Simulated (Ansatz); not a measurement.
# AlH₂⁻, singlet in 6-31++G**: errors against full CI

Geometry: a point of a bend scan, not a stationary point.

```xyz
3

Al    0.0000   -0.0428    0.0000
H     0.0000    0.5722   -1.5814
H     0.0000    0.5722    1.5814
```

Basis 6-31++G** (Cartesian d functions); Ansatz 0.2.0. Only valence electrons are correlated (noble-gas cores frozen), which leaves 6 electrons in 30 orbitals. R marks a restricted (for open shells ROHF) determinant, U an unrestricted one. Active spaces: pair = (2e, 2o) about the gap; valence = (6e, 6o) chosen from the atoms' valence shells.

Full CI is exact within this basis and frozen core; it isn't the basis-set limit. The frozen core follows each run's orbitals, which can shift R against U totals by a few meV.

```
UHF ⟨S²⟩                          : 0.816
T1 diagnostic (RCCSD)             : 0.0186
largest doubles amplitude (RCCSD) : 0.093
```

```csv
level,E − E(full CI) (kJ/mol),share of correlation (%),wall time
RHF,255.9,0.00,–
RMP2,69.6,72.80,–
CISD,20.6,91.95,0.57 s
RCCSD,8.2,96.79,–
RCCSD(T),2.3,99.11,0.27 s
BCCD(T),2.3,99.11,0.33 s
RCCSDT,0.3,99.87,–
RCCSDT(Q),0.1,99.97,1.2 s
RCCSDTQ,0.0,100.00,14 s
CASSCF (pair space),216.9,15.25,–
MRCISD (pair space),15.8,93.84,–
MRCISD+Q (pair space),-1.3,100.52,0.69 s
CASSCF (valence space),142.2,44.44,–
NEVPT2 (valence space),52.0,79.68,0.49 s
NEVPT4(SD) (valence space),12.3,95.18,0.75 s
MRCISD (valence space),7.7,97.00,–
MRCISD+Q (valence space),1.4,99.44,0.85 s
```

The correlation energy at full CI, counted from RHF, is -2.653 eV. That run took 22 s on 1 thread of Arm Neoverse V2, shared host over 4,171,528 determinants.

Run but not shown, since their state or frozen core can't be matched to the reference's or they repeat it: UHF, UMP2, UCCSD, UCCSD(T), UCCSDT, UCCSDT(Q).

Times hold each run's SCF and search for its determinant on a shared host, so for small cases they say little of a method's own cost; they ran on 1 thread of Arm Neoverse V2.

More than 5 meV below full CI, which no variational method can be: MRCISD+Q (pair space).

The full-CI state has the irrep A1 of C2v, in the program's axes.

Natural occupations of full CI about the gap: 1.957 1.949 1.841 0.099 0.043 0.029 0.028 0.011 0.011 0.007; effectively unpaired electrons, Σ n²(2−n)², 0.15.
